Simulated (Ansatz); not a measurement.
fcc Al, treated with LDA in Ansatz (plane waves, PAW).

Run with plane-wave cutoff 520 eV, 24×24×24 k mesh, Fermi–Dirac smearing 0.05 eV, scalar-relativistic PAW data made under PBE.

Cell (relaxed at this level):

```cif
data_Al4
_chemical_formula_sum 'Al4'
_space_group_name_H-M_alt 'Fm-3m'
_space_group_IT_number 225
_space_group_name_Hall '-F 4 2 3'
_cell_length_a 3.98228
_cell_length_b 3.98228
_cell_length_c 3.98228
_cell_angle_alpha 90.000
_cell_angle_beta 90.000
_cell_angle_gamma 90.000
loop_
_atom_site_label
_atom_site_type_symbol
_atom_site_symmetry_multiplicity
_atom_site_Wyckoff_symbol
_atom_site_fract_x
_atom_site_fract_y
_atom_site_fract_z
_atom_site_occupancy
Al1 Al 4 a 0.00000 0.00000 0.00000 1
```
(The calculation used a cell of 1 atom; values per cell refer to that cell.)

Give the computed bulk modulus and pressure derivative B′ of the bulk modulus.


* **bulk modulus**: 83.2 GPa
* **pressure derivative B′ of the bulk modulus**: 4.7

The run finds no gap.

Measured, for comparison: bulk modulus 80.8 GPa (corrected for temperature and zero-point phonon effects, our sources range from 77.1 to 82.0; as tabulated in Levämäki et al. (2014), arXiv:1402.3671). Computed (rounded) less measured: bulk modulus +3 % (+1 % to +8 % over the range).

Computed values are for the static lattice.

The result took around 25 core-seconds (rough).

Ansatz is a first-principles code.
